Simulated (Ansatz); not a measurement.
**Relative stability**

Two relaxed structures of CH$_{4}$BN, closed shell (PBE0-D4/def2-TZVP; forces vanish, vibrations not checked).

A:

B1  (-0.520, 0.768, -0.674)
C2  (-0.088, -0.169, 0.450)
N3  (0.239, -0.879, 1.302)
H4  (-0.972, 0.053, -1.541)
H5  (-1.351, 1.503, -0.188)
H6  (0.483, 1.352, -1.019)
H7  (0.519, -1.490, 2.036)
(Å)

B:

B1  (-0.818, 0.007, -0.673)
C2  (0.227, -0.189, 0.216)
N3  (0.977, -1.253, 0.739)
H4  (-1.729, 0.292, -1.357)
H5  (0.911, -2.094, 0.185)
H6  (0.442, 0.780, 0.686)
H7  (1.950, -1.018, 0.871)
(Å)

Program: Ansatz 0.2.0. Basis: def2-TZVPP. Cores are frozen in the correlated methods. B3LYP uses VWN-RPA correlation.

Problem. Which structure is lower at CCSD(T), and by how much? (To be estimated.)

Solution. Computed: A, by 1.163 eV (electronic energy, against the other). By their contacts, A is CH₄BN ([BH3][C][NH]) and B is CH₄BN ([BH][CH][NH2]).

All methods give the same order:

| method | E(B) − E(A) (eV) |
| --- | --- |
| PBE-D4 | 1.232 |
| r2SCAN-D4 | 1.233 |
| PBE0-D4 | 1.121 |
| B3LYP-D4 | 1.167 |
| wB97M-V | 1.145 |
| HF | 1.038 |
| MP2 | 1.206 |
| CCSD | 1.107 |
| CCSD(T) | 1.163 |

T1 diagnostic: at most 0.016.

Labels in which every atom is bracketed show which atoms are joined, not bond orders.

For scale, one of the runs: CCSD(T)/def2-TZVPP, 149 basis functions, launched by `ansatz run in.yaml --threads 2 --pin off --events-out ev --progress --plain --max-ram 4352MiB`. The run took 11 s on 2 CPU threads of an Arm Neoverse V2 (shared host), with 0.97 GiB of host memory at its peak.
